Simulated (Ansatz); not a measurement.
How far each method lies from full CI for HAl–BeH, doublet

Geometry: a point of a twist scan, not a stationary point.

```yaml
atoms:
  - { symbol: Al, position_ang: [0.0043, -0.0889, 0.6123] }
  - { symbol: Be, position_ang: [0.0043, 0.1439, -1.6949] }
  - { symbol: H, position_ang: [0.0043, 0.9965, 1.7919] }
  - { symbol: H, position_ang: [-0.1589, 0.0969, -3.0289] }
```

Basis 6-31G; Ansatz 0.2.0. Only valence electrons are correlated (noble-gas cores frozen), which leaves 7 electrons in 20 orbitals. R marks a restricted (for open shells ROHF) determinant, U an unrestricted one. Active spaces: pair = (3e, 3o) about the gap; valence = (7e, 10o) chosen from the atoms' valence shells.

Full CI is exact within this basis and frozen core; it isn't the basis-set limit. The frozen core follows each run's orbitals, which can shift R against U totals by a few meV.

For open shells CISD is restricted-active-space CI with the open shells as a complete middle space.

```
UHF ⟨S²⟩                          : 0.764
T1 diagnostic (RCCSD)             : 0.0279
largest doubles amplitude (RCCSD) : 0.040
T1 diagnostic (UCCSD)             : 0.0189
```

```tsv
level	E − E(full CI) (kJ/mol)	share of correlation (%)	wall time
RHF	189.2	0.00	–
UHF	185.2	2.10	–
RMP2	62.2	67.15	–
UMP2	61.1	67.70	–
CISD	12.4	93.43	0.3 s
RCCSD	5.1	97.31	–
UCCSD	5.0	97.37	–
RCCSD(T)	1.9	99.01	0.42 s
UCCSD(T)	1.8	99.03	0.39 s
BCCD(T)	1.8	99.04	0.45 s
RCCSDT	0.2	99.90	–
UCCSDT	0.2	99.91	–
RCCSDT(Q)	0.1	99.97	1.2 s
UCCSDT(Q)	0.1	99.97	1.2 s
RCCSDTQ	0.0	100.00	23 s
CASSCF (pair space)	148.6	21.46	–
NEVPT2 (pair space)	52.4	72.31	0.27 s
MRCISD (pair space)	8.6	95.47	–
MRCISD+Q (pair space)	0.0	99.98	0.39 s
CASSCF (valence space)	43.0	77.30	–
NEVPT2 (valence space)	14.8	92.17	2.5 s
MRCISD (valence space)	1.1	99.40	–
MRCISD+Q (valence space)	0.5	99.73	6.5 s
```

The correlation energy at full CI, counted from RHF, is -1.961 eV. That run took 39 s on 1 thread of INTEL XEON PLATINUM 8581C, shared host over 5,523,300 determinants.

Times hold each run's SCF and search for its determinant on a shared host, so for small cases they say little of a method's own cost; they ran on 1 thread of INTEL XEON PLATINUM 8581C.

The full-CI state has the irrep A of C1, in the program's axes.

Natural occupations of full CI about the gap: 1.966 1.961 1.936 0.990 0.039 0.024 0.024 0.017 0.014 0.009; effectively unpaired electrons, Σ n²(2−n)², 1.04.
